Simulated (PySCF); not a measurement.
Species: cis allyl isocyanide, C4H5N.
SMILES with atom numbers: `[C-:1]#[N+:2][CH2:3][CH:4]=[CH2:5]` (hydrogens: H6, H7 on C3; H8 on C4; H9, H10 on C5)

The same species was optimised twice, with GFN2-xTB and with PBE0-D3(BJ)/def2-SVP (PySCF), and the same property calculations (PySCF, gas phase) were run on both structures.

| coordinate | GFN2-xTB | PBE0-D3(BJ)/def2-SVP | change |
| --- | --- | --- | --- |
| C5–H9 (Å) | 1.078 | 1.095 | +0.017 |
| C5–H10 (Å) | 1.076 | 1.093 | +0.017 |
| C4–H8 (Å) | 1.082 | 1.096 | +0.014 |
| C4=C5 (Å) | 1.318 | 1.331 | +0.013 |
| N2–C3 (Å) | 1.404 | 1.416 | +0.012 |
| C1≡N2 (Å) | 1.162 | 1.173 | +0.011 |
| C3–H7 (Å) | 1.098 | 1.104 | +0.006 |
| C3–H6 (Å) | 1.095 | 1.102 | +0.007 |
| C3–C4 (Å) | 1.502 | 1.502 | 0.000 |
| H6–C3–H7 (°) | 109.1 | 107.1 | -2.0 |
| N2–C3–C4 (°) | 110.6 | 112.3 | +1.7 |
| C5–C4–H8 (°) | 121.3 | 120.5 | -0.8 |
| H9–C5–H10 (°) | 116.3 | 117.1 | +0.8 |
| C3–C4–H8 (°) | 115.0 | 115.6 | +0.6 |
| C4–C5–H10 (°) | 121.8 | 121.3 | -0.5 |
| N2–C3–H6 (°) | 108.5 | 108.9 | +0.4 |
| C1–N2–C3 (°) | 178.7 | 178.3 | -0.4 |
| N2–C3–C4–C5 (°) | 123 | 127 | +4 |

Rotational constants: A = 19511, B = 2866, C = 2721 MHz (GFN2-xTB) against A = 20485, B = 2761, C = 2633 MHz (PBE0-D3(BJ)/def2-SVP). Point groups within 0.08 Å: C1 and C1.

On the GFN2-xTB structure: HOMO (eV) -8.27 [PBE0/pcSseg-1]; LUMO (eV) -0.31 [PBE0/pcSseg-1]; dipole (D) 3.79 [PBE0/pcSseg-1]; GIAO shielding of C1 (ppm) 3.8 [PBE0/pcSseg-1]; GIAO shielding of N2 (ppm) 78.2 [PBE0/pcSseg-1]; GIAO shielding of C3 (ppm) 141.1 [PBE0/pcSseg-1]; GIAO shielding of C4 (ppm) 45.4 [PBE0/pcSseg-1]; GIAO shielding of C5 (ppm) 60.6 [PBE0/pcSseg-1].

Q: What do these properties become on the PBE0-D3(BJ)/def2-SVP structure?

A: 
```csv
property,level,on GFN2-xTB,on PBE0-D3(BJ)/def2-SVP,change
HOMO (eV),PBE0/pcSseg-1,-8.27,-8.23,+0.04
LUMO (eV),PBE0/pcSseg-1,-0.31,-0.39,-0.08
dipole (D),PBE0/pcSseg-1,3.79,3.80,+0.01
"energy, GFN2-xTB geometry as zero (kcal/mol)",PBE0/pcSseg-1,0.0,-0.4,-0.4
GIAO shielding of C1 (ppm),PBE0/pcSseg-1,3.8,1.1,-2.7
GIAO shielding of N2 (ppm),PBE0/pcSseg-1,78.2,75.8,-2.4
GIAO shielding of C3 (ppm),PBE0/pcSseg-1,141.1,139.0,-2.1
GIAO shielding of C4 (ppm),PBE0/pcSseg-1,45.4,43.1,-2.3
GIAO shielding of C5 (ppm),PBE0/pcSseg-1,60.6,57.2,-3.4
```

The heavy atoms differ by 0.042 Å rms after alignment. Among all bonds C5–H9 and C5–H10 change most and about equally (+0.017 Å). Changes are differences of the printed values. Neither structure is proved a minimum here.

Conformer computed: `[C-:1]#[N+:2][CH2:3][CH:4]=[CH2:5]`: N2–C3–C4–C5 127°.
